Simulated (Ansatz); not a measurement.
A nudged elastic band was laid between two geometries of C₂H₃O (6 atoms, charge 0, multiplicity 2).

Level of theory: UKS B3LYP-D4/def2-mTZVP (Ansatz).

```json
{
 "movable images": "5",
 "climbing image": "yes",
 "spring": "5.0 eV/Å²",
 "optimiser": "lbfgs",
 "start path": "through a guess of the saddle point",
 "force threshold": "0.05 eV/Å",
 "iteration limit": "60",
 "end points": "relaxed",
 "largest step": "0.02 Å"
}
```

Initial state:

```xyz
6
Properties=species:S:1:pos:R:3
C -0.536 0.057 -0.481
C 0.530 -0.053 0.449
O 0.990 -1.138 0.825
H -0.979 -0.841 -0.891
H -0.915 1.023 -0.789
H 0.951 0.890 0.841
```

Final state:

```xyz
6
Properties=species:S:1:pos:R:3
C -0.536 0.057 -0.481
C 0.530 -0.053 0.449
O 0.990 -1.138 0.825
H -0.915 1.022 -0.789
H -0.979 -0.841 -0.891
H 0.951 0.889 0.841
```

(1) What changes between the two ends?

(2) Give the energies along the band, and the barrier.

(3) What is the geometry of the highest image?

The band took 38 iterations and roughly 6 core-minutes.

## Answers

(1) No bond is made or broken. The dihedral H4–C1–C2–O3 goes from 0 to -180°. The two ends are copies of one structure, up to a mirror image or an exchange of like atoms.

(2) The run converged. The highest image is number 3 of 0 to 6, 55.7 kJ/mol above the ends, which have the same energy within 2 meV. Another band between the same ends (5 images) ends at a top of the same energy, where a vibrational analysis finds 1 clearly imaginary mode.

| image | path coordinate (Å) | energy (kJ/mol) | dihedral H4–C1–C2–O3 (°) |
| --- | --- | --- | --- |
| 0 | 0.00 | 0.0 | 0 |
| 1 | 0.50 | 13.9 | 28 |
| 2 | 1.00 | 41.3 | 58 |
| 3 | 1.50 | 55.7 | 90 |
| 4 | 2.01 | 42.8 | 121 |
| 5 | 2.51 | 15.0 | 148 |
| 6 | 3.03 | 0.0 | -180 |

(3) 
```xyz
6
Properties=species:S:1:pos:R:3:forces:R:3
C -0.543 0.048 -0.516 -0.01 0.01 0.02
C 0.548 -0.079 0.474 -0.02 0.02 0.01
O 1.444 -0.889 0.402 0.00 -0.02 -0.01
H -1.461 -0.511 -0.392 0.01 -0.02 -0.02
H -0.456 0.737 -1.345 0.00 -0.01 0.00
H 0.510 0.629 1.330 0.02 0.01 0.00
```

The run took 6.3 min on 1 thread of Arm Neoverse V2 (shared host), peak memory 0.14 GiB.
